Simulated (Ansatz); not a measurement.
# NO (doublet): the correlation ladder, def2-TZVPP

One table from this session's results is given with a row withheld; the runs are named, their logs left out.

Computed with Ansatz 0.2.0, Gaussian basis. Level: def2-TZVPP, core rule «outside noble gas», up to 2 orbitals frozen.

Plan: UHF; ROHF; CCSD(T) on UHF.

**The system**

The geometry is a PBE0/def2-TZVP stationary point (not a proven minimum) of the parent state, kept for this charge and spin.

2 atoms, charge 0, spin multiplicity 2.

Atoms are counted from 1 here; the program's logs count them from 0.

Bond lengths: N1–O2 1.403 Å.

The first run:

The input, in.yaml:

```yaml
crystal:
  periodic: [false, false, false]
  atoms:
    - {symbol: N, position_ang: [0.000000, 0.000000, 0.000000]}
    - {symbol: O, position_ang: [0.000000, 0.000000, 1.402844]}
basis:
  gaussian: {orbitals: def2-TZVPP}
magnetization: {spin_polarized: true, initial_magnetization: 1}
hamiltonian: {xc: hf}
output: {orbitals: {seedname: orbitals}}
```

On the command line:

```
$ ansatz run in.yaml --threads 1 --pin off --events-out ev --progress --plain --max-ram 4096MiB --backend cpu
```

Steps of the session up to this table: UHF; ROHF; CCSD(T) on UHF.

One of the session's tables, all rows but one given; the rest of the session is left out.

```
  method  from UCCSD(T) (meV)
    ROHF             +12792.8
     UHF             +11088.4
    UMP2                    ?
   UCCSD               +640.9
UCCSD(T)                    0
```

Estimate the missing values for UMP2.

The run gave: from UCCSD(T) (meV): +2158.5. In the column «from UCCSD(T) (meV)» it lies between UCCSD (+640.9) and UHF (+11088.4).

Caveats from the session: The determinant is far from a pure spin state, so its energy mixes those of several spin states (harmless only where they are near-degenerate, as at dissociation).
